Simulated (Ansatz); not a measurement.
**MgBH+ (doublet): from Hartree-Fock to the top rungs, def2-TZVPP**

The task here is to estimate one member of a computed series from the others.

Program: Ansatz 0.2.0, Gaussian basis. Level of theory: def2-TZVPP, core rule «outside noble gas», up to 6 orbitals frozen. These are calculated values, not measurements.

To be run: UHF; ROHF; CCSD(T) on UHF.

2 further runs of the same task are left out: 2 set aside as unsound or not needed.

## The geometry

The geometry is a PBE0/def2-TZVP stationary point (not a proven minimum) of the parent state, kept for this charge and spin.

3 atoms, charge 1, spin multiplicity 2.

Atoms are counted from 1 here; the program's logs count them from 0.

Bond lengths: B1–Mg2 2.396 Å, B1–H3 1.232 Å. Angles: Mg2–B1–H3 107.0°.

Set-up of the first run:

in.yaml

```yaml
crystal:
  periodic: [false, false, false]
  atoms:
    - {symbol: B, position_ang: [0.000000, -0.189866, 1.590848]}
    - {symbol: Mg, position_ang: [0.000000, 0.045170, -0.793215]}
    - {symbol: H, position_ang: [0.000000, 0.947259, 2.064053]}
basis:
  gaussian: {orbitals: def2-TZVPP}
total_charge: 1
magnetization: {spin_polarized: true, initial_magnetization: 1}
hamiltonian: {xc: hf}
output: {orbitals: {seedname: orbitals}}
```

Launch:

```console
ansatz run in.yaml --threads 1 --pin off --events-out ev --progress --plain --max-ram 3968MiB --backend cpu
```

Steps of the session up to this table: UHF; ROHF; CCSD(T) on UHF.

One table of the session follows, with a row left open; its other results are not shown here.

| method | from UCCSD(T) (kcal/mol) |
| --- | --- |
| ROHF | +71.90 |
| UHF | +64.36 |
| UMP2 | ? |
| UCCSD | +1.94 |
| UCCSD(T) | 0 |

**Question.** Estimate the row for UMP2.

**Answer.** from UCCSD(T) (kcal/mol): +19.61. In the column «from UCCSD(T) (kcal/mol)» it lies between UCCSD (+1.94) and UHF (+64.36).
